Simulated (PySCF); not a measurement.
# CH2F (SMILES [CH2]F): UPBE/STO-3G

What is the vertical doublet–quartet gap of CH2F at UPBE/STO-3G? Input form: a Python script.

The results are computed with PySCF 2.14.0.

11 further runs of the same task are left out: 3 that didn't finish, 8 set aside as unsound or not needed.

## 1. Starting point

CH2F: 4 atoms, total charge 0, spin state doublet. As SMILES, `[CH2]F`. Geometry: relaxed at PBE0-D4/def2-TZVP.

Bond lengths: C1–F2 1.331 Å, C1–H3 1.082 Å, C1–H4 1.082 Å. Angles: F2–C1–H3 115.1°, F2–C1–H4 115.1°, H3–C1–H4 124.6°.

## 2. A single-point energy at UPBE/STO-3G

geometry.xyz

```xyz
4
CH2F
C     -0.030100    -0.057600    -0.131100
F      0.950000     0.694000     0.364600
H     -0.946900     0.472300    -0.352500
H      0.027000    -1.108700     0.119000
```

job.py

```python
from pyscf import gto, dft

mol = gto.M(
    atom='geometry.xyz',
    verbose=3,
    spin=1,
    basis='sto-3g',
    max_memory=1860,
    charge=0,
)

mf = dft.UKS(mol, xc='pbe')
mf.grids.level = 5
mf.conv_tol = 1e-10
mf.kernel()
if not mf.converged:
    mf = mf.newton().run(mf.mo_coeff, mf.mo_occ)

e_final = mf.e_tot
print('Final energy', e_final)
```

Run with:

```bash
$ OMP_NUM_THREADS=1 python job.py
```

The program printed:

```text
converged SCF energy = -136.982873083084  <S^2> = 0.75157509  2S+1 = 2.0015745
Final energy -136.98287308308392
```

It took 3.3 s on 1 thread of Arm Neoverse V1, shared host; peak memory 0.17 GiB.

## 3. The quartet at the same level

calc.py

```python
from pyscf import gto, dft

mol = gto.M(
    atom='''
C     -0.030100    -0.057600    -0.131100
F      0.950000     0.694000     0.364600
H     -0.946900     0.472300    -0.352500
H      0.027000    -1.108700     0.119000
''',
    verbose=3,
    spin=3,
    basis='sto-3g',
    max_memory=1860,
)

myscf = dft.UKS(mol, xc='pbe')
myscf.conv_tol = 1e-10
myscf.grids.level = 5
myscf.kernel()
if not myscf.converged:
    myscf = myscf.newton().run(myscf.mo_coeff, myscf.mo_occ)

e_tot = myscf.e_tot
print('E = %.10f Eh' % e_tot)
```

Run with:

```bash
$ OMP_NUM_THREADS=1 python calc.py
```

The program printed:

```text
WARN: HOMO 0.232714903528489 >= LUMO -0.308596582752431

WARN: HOMO 0.362378875628536 >= LUMO -0.0897067877060753

WARN: HOMO 0.323422492825115 >= LUMO -0.161315908205619

WARN: HOMO 0.316068108834387 >= LUMO -0.149850548205454

WARN: HOMO 0.318908267525305 >= LUMO -0.151769465507129

WARN: HOMO 0.319000231749332 >= LUMO -0.151305162208881

WARN: HOMO 0.319271663575796 >= LUMO -0.151222491526788

WARN: HOMO 0.319297146166765 >= LUMO -0.151201481842721

WARN: HOMO 0.319299952990547 >= LUMO -0.151198878428368

WARN: HOMO 0.319300642223682 >= LUMO -0.151198183741704

WARN: HOMO 0.319300659589894 >= LUMO -0.151198179448242

converged SCF energy = -136.519189460503  <S^2> = 3.7503409  2S+1 = 4.0001705
E = -136.5191894605 Eh
```

It took 2.7 s on 1 thread of Arm Neoverse V1, shared host; peak memory 0.18 GiB.

## 4. Summary of results

At UPBE/STO-3G:

| quantity | value |
| --- | --- |
| doublet: total energy | -136.98287 Eh |
| doublet: dipole moment | 0.34 D |
| doublet: HOMO energy (highest over α and β) | -1.08 eV |
| doublet: LUMO energy (lowest over α and β) | 1.25 eV |
| doublet: ⟨S²⟩ | 0.752 |
| quartet: total energy | -136.51919 Eh |
| quartet: dipole moment | 0.80 D |
| quartet: ⟨S²⟩ | 3.750 |
| vertical energy of the quartet above the doublet | 12.617 eV |

At this shape the quartet lies 12.62 eV (1217 kJ/mol) above the doublet. In a minimal basis such a difference can be off by several eV, whatever the method. Mulliken charges (doublet) run from -0.11 on C1 to +0.07 on H3.
